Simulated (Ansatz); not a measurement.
`[C-]#[N+]CC` → `[C-]#[N+]C` + `[CH2]` (triplet) at 298.15 K and 1 bar (formal loss of a carbene).

Calculated with Ansatz (gas phase, PBE0-D4/def2-TZVP geometries, no zero-point term in ΔE). CCSD(T)/CBS is the MP2 limit (def2-TZVPP, def2-QZVPP) plus CCSD(T) − MP2 in def2-TZVPP, frozen cores. This one scheme is used for every species. Triplets are unrestricted, without spin–orbit coupling.

| species | CCSD(T)/CBS energy (Eh) | H − E (kJ/mol) | S (J/(mol·K)) |
| --- | --- | --- | --- |
| `[C-]#[N+]CC` | -171.82020 | 210.0 | 286.5 |
| `[C-]#[N+]C` | -132.55653 | 131.4 | 245.3 |
| `[CH2]` (triplet) | -39.09499 | 55.4 | 195.3 |

H − E and S are ideal-gas, rigid-rotor, harmonic terms from PBE0-D4/def2-TZVP, with the whole ground term of open shells counted as degenerate. 1 Eh = 2625.50 kJ/mol, R = 8.31446 J/(mol·K).

Problem. By hand: ΔE, ΔH, ΔS and ΔG.

Solution. ΔE = (-132.55653) + (-39.09499) − (-171.82020) = 0.16868 Eh = 442.9 kJ/mol. Δ(H − E) = 131.4 + 55.4 − 210.0 = -23.2, so ΔH = 419.7 kJ/mol. ΔS = 245.3 + 195.3 − 286.5 = 154.1 J/(mol·K). ΔG = 419.7 − 298.15 × (154.1)/1000 = 373.8 kJ/mol.

Problem. By hand: the equilibrium constant, and the temperature at which ΔG would vanish if ΔH and ΔS stayed fixed.

Solution. log₁₀ K = −ΔG/(RT ln 10) = -65.5. ΔG = 0 at ΔH/ΔS = 2724 K, far beyond where these terms or the molecules hold.

The number of gas molecules changes by +1, which sets the sign of ΔS. A doubt of 5 kJ/mol in ΔE shifts log₁₀ K by 0.9 here. A triplet takes part, so the spin changes. These are equilibria of isolated gas molecules and say nothing of rates. Largest T1 diagnostic: 0.014 (customary marks: 0.02 for closed shells, 0.045 for open ones).
